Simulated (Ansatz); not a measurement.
**BH₂S (doublet): from Hartree-Fock to the top rungs, cc-pVDZ**

How much of the correlation energy of BH₂S (doublet) does each wave-function method recover here?

Program: Ansatz 0.2.0, Gaussian basis. Level of theory: cc-pVDZ, core rule «outside noble gas», up to 6 orbitals frozen. These are calculated values, not measurements.

The runs, in order: UHF; CCSD(T) on ROHF; CCSD(T) on UHF; BCCD(T) on ROHF; CISD; CCSDT(Q) on ROHF; CCSDT(Q) on UHF; CCSDTQ on ROHF; CASSCF and MRCISD+Q, 11 electrons in 10 orbitals; CASSCF and NEVPT2, 11 electrons in 10 orbitals.

6 further runs of the same task are left out: 2 for a known fault of the program, 4 set aside as unsound or not needed.

**1. The system**

The geometry is a PBE0/def2-TZVP stationary point (not a proven minimum).

4 atoms, charge 0, spin multiplicity 2.

Atoms are counted from 1 here; the program's logs count them from 0.

Bond lengths: B1–S2 1.742 Å, B1–H3 1.189 Å, S2–H4 1.348 Å. Angles: S2–B1–H3 125.0°, B1–S2–H4 99.6°.

**2. UHF**

Contents of in.yaml:

```yaml
crystal:
  periodic: [false, false, false]
  atoms:
    - {symbol: B, position_ang: [0.000000, -0.247959, 1.248665]}
    - {symbol: S, position_ang: [0.000000, 0.102017, -0.457708]}
    - {symbol: H, position_ang: [0.000000, 0.569475, 2.112516]}
    - {symbol: H, position_ang: [0.000000, -1.155317, -0.944703]}
basis:
  gaussian: {orbitals: cc-pVDZ}
magnetization: {spin_polarized: true, initial_magnetization: 1}
hamiltonian: {xc: hf}
output: {orbitals: {seedname: orbitals}}
```

Run with:

```sh
> ansatz run in.yaml --threads 1 --pin off --events-out ev --progress --plain --max-ram 2816MiB --backend cpu
```

Further steps of the session: CCSD(T) on ROHF; CCSD(T) on UHF; BCCD(T) on ROHF; CISD; CCSDT(Q) on ROHF; CCSDT(Q) on UHF; CCSDTQ on ROHF; CASSCF and MRCISD+Q, 11 electrons in 10 orbitals; CASSCF and NEVPT2, 11 electrons in 10 orbitals.

Before running them: what should the planned runs give, taken together? Wanted: RCCSDTQ below the RHF energy; RMP2 from RCCSDTQ; UMP2 from RCCSDTQ; RCCSD from RCCSDTQ; RCCSD(T) from RCCSDTQ; UCCSD(T) from RCCSDTQ; RCCSDT(Q) from RCCSDTQ; UCCSDT(Q) from RCCSDTQ; NEVPT2 valence from RCCSDTQ.

As calculated:

| quantity | value |
| --- | --- |
| RCCSDTQ below the RHF energy | -6.5000 eV |
| RMP2 from RCCSDTQ | +24.39 kcal/mol |
| UMP2 from RCCSDTQ | +24.24 kcal/mol |
| RCCSD from RCCSDTQ | +5.27 kcal/mol |
| RCCSD(T) from RCCSDTQ | +0.88 kcal/mol |
| UCCSD(T) from RCCSDTQ | +0.87 kcal/mol |
| RCCSDT(Q) from RCCSDTQ | +0.02 kcal/mol |
| UCCSDT(Q) from RCCSDTQ | -0.02 kcal/mol |
| NEVPT2 valence from RCCSDTQ | +24.03 kcal/mol |
| MRCISD+Q valence from RCCSDTQ | +0.78 kcal/mol |
| levels within 1 kcal/mol (43 meV) | RCCSD(T), UCCSD(T), BCCD(T), RCCSDT, UCCSDT, RCCSDT(Q), UCCSDT(Q), MRCISD+Q valence |
| T1 diagnostic | 0.022 |
| effectively unpaired electrons | 1.02 |

**Reading.** RCCSD(T) misses by +0.88 kcal/mol, 0.6 % of the correlation energy. One determinant dominates. Of the multireference levels listed MRCISD+Q valence comes nearest in total energy (+0.78 kcal/mol), which doesn't show that its space is the better one. These misses are within one basis, not against nature; the frozen cores of restricted and unrestricted runs differ, which can shift their rows.
